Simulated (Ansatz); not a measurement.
# Two structures, one formula

Two relaxed structures of BSiH$_{3}$O, closed shell (PBE0-D4/def2-TZVP; forces vanish, vibrations not checked).

A:

B1  (0.254, -0.527, -0.857)
Si2  (-0.235, 0.480, 0.802)
O3  (-0.460, 1.986, 0.744)
H4  (-0.592, -0.966, -1.576)
H5  (1.396, -0.659, -1.176)
H6  (-0.363, -0.314, 2.064)
(Å)

B:

| atom | x (Å) | y (Å) | z (Å) |
| --- | --- | --- | --- |
| B1 | 0.3414 | -0.7495 | -0.6909 |
| Si2 | -0.1694 | 0.8960 | 0.2619 |
| O3 | -0.5601 | 2.1515 | 0.9903 |
| H4 | -0.6291 | -0.8984 | -1.3915 |
| H5 | 1.3541 | -0.3787 | -1.2309 |
| H6 | 0.4635 | -1.5037 | 0.2425 |

Program: Ansatz 0.2.0. Basis: def2-TZVPP. Cores are frozen in the correlated methods. B3LYP uses VWN-RPA correlation.

Question: Which structure is lower at CCSD(T), and by how much? (To be estimated.)

Answer: Computed: B, by 15.16 kcal/mol (electronic energy, against the other). By their contacts, A is BSiH₃O ([BH2][SiH][O]) and B is BSiH₃O ([BH3][Si][O]).

All methods give the same order:

```json
{"method": "PBE-D4", "E(B) − E(A) (kcal/mol)": "-21.44"}
{"method": "r2SCAN-D4", "E(B) − E(A) (kcal/mol)": "-17.87"}
{"method": "PBE0-D4", "E(B) − E(A) (kcal/mol)": "-17.69"}
{"method": "B3LYP-D4", "E(B) − E(A) (kcal/mol)": "-15.37"}
{"method": "wB97M-V", "E(B) − E(A) (kcal/mol)": "-17.96"}
{"method": "HF", "E(B) − E(A) (kcal/mol)": "-0.24"}
{"method": "MP2", "E(B) − E(A) (kcal/mol)": "-16.91"}
{"method": "CCSD", "E(B) − E(A) (kcal/mol)": "-12.65"}
{"method": "CCSD(T)", "E(B) − E(A) (kcal/mol)": "-15.16"}
```

T1 diagnostic: at most 0.022.

Labels in which every atom is bracketed show which atoms are joined, not bond orders.

For scale, one of the runs: CCSD(T)/def2-TZVPP, 146 basis functions, launched by `ansatz run in.yaml --threads 2 --pin off --events-out ev --progress --plain --max-ram 4352MiB`. The run took 14 s on 2 CPU threads of an Arm Neoverse V1 (shared host), with 0.85 GiB of host memory at its peak.
